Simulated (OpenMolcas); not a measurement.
**AlH5O (Al(H2O)H3) at 6 levels**

We compute a comparison of 6 runs (HF/3-21G, HF/def2-SVP, PBE0/def2-SVP, MP2/3-21G, MP2/6-31+G*, CPF/ANO-XS-VDZ) of AlH5O (Al(H2O)H3). 

Program for the calculation: OpenMolcas 26.06.

5 further runs of the same task are left out: 5 set aside as unsound or not needed.

### Step 1. The structure to begin with

AlH5O has 7 atoms, charge 0, and is taken as a singlet. As SMILES, `[H][Al]([H])([H])<-[OH2]`. Geometry: a GFN2-xTB relaxation, a rough one for these elements and not checked as a minimum.

Bond lengths: Al1–O2 1.891 Å, O2–H3 0.965 Å, O2–H4 0.964 Å, Al1–H5 1.572 Å, Al1–H6 1.570 Å, Al1–H7 1.574 Å. Angles: Al1–O2–H3 124.8°, Al1–O2–H4 123.3°, O2–Al1–H5 95.5°, O2–Al1–H6 100.8°, O2–Al1–H7 95.1°, H3–O2–H4 111.4°, H5–Al1–H6 117.6°, H5–Al1–H7 120.1°, H6–Al1–H7 117.8°.

### Step 2. Energy and gradient at HF/3-21G (run 1)

The input, job.inp:

```
>>> EXPORT MOLCAS_PRINT=2
&GATEWAY
BasLib=$CurrDir
Coord
7
angstrom
Al       0.038170      -0.063310      -0.878000
O       -0.024940       0.038110       1.009060
H       -0.734700      -0.319470       1.555830
H        0.587960       0.568180       1.531290
H        1.607200      -0.040110      -0.978390
H       -0.735740       1.245780      -1.269530
H       -0.737950      -1.429180      -0.970260
Basis=3-21G
Group=NoSym
&SEWARD
&SCF
Thresholds=1e-10 1e-07 1e-07 1e-05
PrOrbitals=1 1
&ALASKA
```

The basis set 3-21G is read from a file made from the Basis Set Exchange's data (not shown).

Launch:

```
$ export MOLCAS_MEM=1860
$ pymolcas job.inp > job.log
```

Output:

```text
--- Start Module: gateway ---
[...]
--- Stop Module: gateway /rc=_RC_ALL_IS_WELL_ ---
[...]
      Basis functions           32
[...]
--- Start Module: scf ---
[...]
       Convergence after  10 Iterations
[...]
::    Total SCF energy                               -317.9278822403
[...]
      Total spin, S                                     0.0000000000
[...]
      Total electronic charge=   26.000000
      Total            charge=   -0.000000
[...]
      Dipole Moment (debye):
      Origin of the operator (angstrom)=    0.0129   -0.0224   -0.1600
                   X= -3.3315E-01               Y=  5.6388E-01               Z=  5.6784E+00           Total=  5.7161E+00
      Quadrupole Moment (debye*angstrom):
[...]
--- Stop Module: scf /rc=_RC_ALL_IS_WELL_ ---
--- Start Module: alaska ---
[...]
 *              Molecular gradients               *
 **************************************************
  Irreducible representation: a
 ------------------------------------------------------------------------------------------
                              X                       Y                       Z
 ------------------------------------------------------------------------------------------
  AL1              -1.66891839340932E-04    1.95300179503527E-03   -2.99151232033701E-03
  O2                1.98168109697845E-03   -3.52337083981191E-03   -1.88398692713303E-02
  H3                1.38241140057360E-03    2.21790625647444E-03    2.00990911665500E-03
  H4               -2.77337372463293E-03   -6.30789923079078E-04    7.39431836146887E-04
  H5               -1.29086137310725E-02   -2.41472206140327E-04    5.72801667441153E-03
  H6                6.29574986830095E-03   -1.07688456910324E-02    7.67164757557692E-03
  H7                6.18903692918527E-03    1.09935706085591E-02    5.68237638889996E-03
 ------------------------------------------------------------------------------------------
--- Stop Module: alaska /rc=_RC_ALL_IS_WELL_ ---
[...]
```

It took 1.9 s on 1 thread of Arm Neoverse V1, shared host; peak memory 0.37 GiB.

### Step 3. Energy and gradient at HF/def2-SVP (run 2)

The input, test.inp:

```
&gateway
 baslib=$CurrDir
 coord
 7
 angstrom
 Al       0.038170      -0.063310      -0.878000
 O       -0.024940       0.038110       1.009060
 H       -0.734700      -0.319470       1.555830
 H        0.587960       0.568180       1.531290
 H        1.607200      -0.040110      -0.978390
 H       -0.735740       1.245780      -1.269530
 H       -0.737950      -1.429180      -0.970260
 basis=def2-SVP
 group=NoSym

&seward

&scf
 thresholds=1e-10 1e-07 1e-07 1e-05
 prorbitals=1 1

&alaska
```

The basis set def2-SVP is read from a file made from the Basis Set Exchange's data (not shown).

Launch:

```
$ export MOLCAS_MEM=1860
$ pymolcas test.inp > test.log
```

Output:

```text
--- Start Module: gateway ---
[...]
--- Stop Module: gateway /rc=_RC_ALL_IS_WELL_ ---
[...]
      Basis functions           57
[...]
--- Start Module: scf ---
[...]
       Convergence after  11 Iterations
[...]
::    Total SCF energy                               -319.5476936381
[...]
      Total spin, S                                     0.0000000000
[...]
      Total electronic charge=   26.000000
      Total            charge=   -0.000000
[...]
      Dipole Moment (debye):
      Origin of the operator (angstrom)=    0.0129   -0.0224   -0.1600
                   X= -2.9258E-01               Y=  4.9421E-01               Z=  5.4514E+00           Total=  5.4815E+00
      Quadrupole Moment (debye*angstrom):
[...]
--- Stop Module: scf /rc=_RC_ALL_IS_WELL_ ---
--- Start Module: alaska ---
[...]
 *              Molecular gradients               *
 **************************************************
  Irreducible representation: a
 ------------------------------------------------------------------------------------------
                              X                       Y                       Z
 ------------------------------------------------------------------------------------------
  AL1              -1.65196209793272E-04    1.76334265613909E-03    1.31266837481991E-02
  O2                2.24509778894127E-03   -4.12023270997236E-03   -4.36984371806508E-02
  H3               -1.37208462141465E-02   -7.58584494567538E-03    8.84544613326099E-03
  H4                1.21507577520696E-02    9.75746409971379E-03    7.21482790369521E-03
  H5               -7.55749615136070E-03   -8.92239738950334E-05    4.48768291261809E-03
  H6                3.55402637926749E-03   -6.14493783282111E-03    5.54108606384895E-03
  H7                3.49365665506451E-03    6.41943270651968E-03    4.48271041899390E-03
 ------------------------------------------------------------------------------------------
--- Stop Module: alaska /rc=_RC_ALL_IS_WELL_ ---
[...]
```

It took 2.9 s on 1 thread of Arm Neoverse V1, shared host; peak memory 0.39 GiB.

### Step 4. Energy and forces at PBE0/def2-SVP (run 3)

The input, job.inp:

```
&gateway
 baslib
 $CurrDir
 coord
 7
 angstrom
 Al       0.038170      -0.063310      -0.878000
 O       -0.024940       0.038110       1.009060
 H       -0.734700      -0.319470       1.555830
 H        0.587960       0.568180       1.531290
 H        1.607200      -0.040110      -0.978390
 H       -0.735740       1.245780      -1.269530
 H       -0.737950      -1.429180      -0.970260
 basis
 def2-SVP
 group
 NoSym

&seward
 gridinput
 Grid=UltraFine
 End of Grid

&scf
 ksdft
 PBE0
 thresholds
 1e-10 1e-07 1e-07 1e-05
 prorbitals
 0

&alaska
```

The basis set def2-SVP is read from a file made from the Basis Set Exchange's data (not shown).

Launch:

```
$ export MOLCAS_MEM=1860
$ pymolcas job.inp > job.log
```

Output:

```text
--- Start Module: gateway ---
[...]
--- Stop Module: gateway /rc=_RC_ALL_IS_WELL_ ---
[...]
      Basis functions           57
[...]
--- Start Module: scf ---
[...]
       Convergence after  11 Iterations
[...]
::    Total KS-DFT energy                            -320.3061927327
[...]
      Total spin, S                                     0.0000000000
[...]
      Total electronic charge=   26.000000
      Total            charge=   -0.000000
[...]
      Dipole Moment (debye):
      Origin of the operator (angstrom)=    0.0129   -0.0224   -0.1600
                   X= -2.7685E-01               Y=  4.6469E-01               Z=  5.3625E+00           Total=  5.3897E+00
      Quadrupole Moment (debye*angstrom):
[...]
--- Stop Module: scf /rc=_RC_ALL_IS_WELL_ ---
[...]
--- Start Module: alaska ---
[...]
 *              Molecular gradients               *
 **************************************************
  Irreducible representation: a
 ------------------------------------------------------------------------------------------
                              X                       Y                       Z
 ------------------------------------------------------------------------------------------
  AL1               9.84040380652140E-05    1.15491028664438E-03    1.28303662189619E-02
  O2                3.19804029815240E-05    5.56802191359340E-05   -2.19224658449542E-02
  H3               -1.10315621372514E-03   -1.47748520136437E-03   -8.74937258173336E-04
  H4                1.40313271098469E-03    1.89260807448743E-04   -2.03889446993299E-03
  H5               -9.01060199581405E-03   -8.20811065240859E-05    3.37897866872572E-03
  H6                4.38503078701213E-03   -7.49621390710242E-03    5.30614004695573E-03
  H7                4.19521027048719E-03    7.65592890174593E-03    3.32081263834694E-03
 ------------------------------------------------------------------------------------------
--- Stop Module: alaska /rc=_RC_ALL_IS_WELL_ ---
[...]
```

Wall time 14 s (1 thread of Arm Neoverse V1, shared host); peak memory 0.39 GiB.

Runs 4 to 5 aren't shown in full; the table further down has their settings and results.

### Step 5. The energy at CPF/ANO-XS-VDZ (DKH2) (run 6)

The input, job.inp:

```
* AlH5O CPF
>>> EXPORT MOLCAS_PRINT=2
&GATEWAY
BasisSet
Al.ANO-XS-VDZ....
Al1 0.038170 -0.063310 -0.878000 angstrom
End of Basis
BasisSet
O.ANO-XS-VDZ....
O2 -0.024940 0.038110 1.009060 angstrom
End of Basis
BasisSet
H.ANO-XS-VDZ....
H3 -0.734700 -0.319470 1.555830 angstrom
H4 0.587960 0.568180 1.531290 angstrom
H5 1.607200 -0.040110 -0.978390 angstrom
H6 -0.735740 1.245780 -1.269530 angstrom
H7 -0.737950 -1.429180 -0.970260 angstrom
End of Basis
Finite
&SEWARD
Relativistic=R02E00
&SCF
PrOrbitals=1 2
&MOTRA
Frozen=6
&GUGA
Electrons=14
Spin=1
Inactive=7
Active=0
CIAll=1
&CPF
CPF
```

Launch:

```
$ export MOLCAS_MEM=1860
$ pymolcas job.inp > job.log
```

Output:

```text
--- Start Module: gateway ---
[...]
--- Stop Module: gateway /rc=_RC_ALL_IS_WELL_ ---
[...]
      Basis functions           32
[...]
       Convergence after   9 Iterations
[...]
::    Total SCF energy                               -320.1073026266
[...]
      Total spin, S                                     0.0000000000
[...]
      *** WARNING: Default frozen orbitals is overwritten by user input.
      *** Default values:   3
[...]
--- Start Module: guga ---
[...]
--- Stop Module: guga /rc=_RC_ALL_IS_WELL_ ---
--- Start Module: cpf ---
[...]
      Active orbitals                            0       0
[...]
      Spin quantum number                      0.0
[...]
     FINAL CPF ENERGY         -320.29586372
     FINAL CORRELATION ENERGY   -0.18856109  REFERENCE ENERGY    -320.10730263
[...]
      Total electronic charge=   26.000000
      Total            charge=    0.000000
[...]
      Dipole Moment (debye):
      Origin of the operator (angstrom)=    0.0129   -0.0224   -0.1600
                   X= -3.1687E-01               Y=  5.3086E-01               Z=  5.5457E+00           Total=  5.5801E+00
      Quadrupole Moment (debye*angstrom):
[...]
--- Stop Module: cpf /rc=_RC_ALL_IS_WELL_ ---
[...]
```

It took 2.1 s on 1 thread of Arm Neoverse V1, shared host; peak memory 0.37 GiB.

### Step 6. All runs side by side

```csv
run,level,integration grid,SCF convergence threshold,energy (Eh),dipole moment (D) of the reference,HOMO energy (eV),LUMO energy (eV),wall time
1,HF/3-21G,–,1e-10,-317.927882,5.72,-10.30,3.19,1.9 s
2,HF/def2-SVP,–,1e-10,-319.547694,5.48,-10.50,2.78,2.9 s
3,PBE0/def2-SVP,UltraFine,1e-10,-320.306193,5.39,-7.27,-0.28,14 s
4,MP2/3-21G,–,–,-318.094039,5.72,-10.30,3.19,2.3 s
5,MP2/6-31+G* (spherical functions),–,1e-10,-319.902463,5.44,-10.49,0.99,2.2 s
6,CPF/ANO-XS-VDZ (DKH2),–,–,-320.295864,5.62,-10.42,2.91,2.1 s
```

### Step 7. Results

```
                                          quantity          value
                               run 6: total energy  -320.29586 Eh
         run 6: dipole moment (mean-field density)         5.62 D
        run 6: HOMO energy (Hartree–Fock orbitals)      -10.42 eV
        run 6: LUMO energy (Hartree–Fock orbitals)        2.91 eV
      run 6: HOMO–LUMO gap (Hartree–Fock orbitals)       13.33 eV
run 6: correlation energy (6 core orbitals frozen)     -188.6 mEh
```

Over runs 1, 2, 3 the dipole moment (its size) runs from 5.39 D (PBE0/def2-SVP) to 5.72 D (HF/3-21G). The two ends differ in method and basis. Over runs 1, 2, 3 the HOMO–LUMO gap runs from 6.99 eV (PBE0/def2-SVP) to 13.49 eV (HF/3-21G). Some runs of one species differ in core potentials or relativity; totals across that change don't compare. All runs together took 25 s, the longest 14 s.
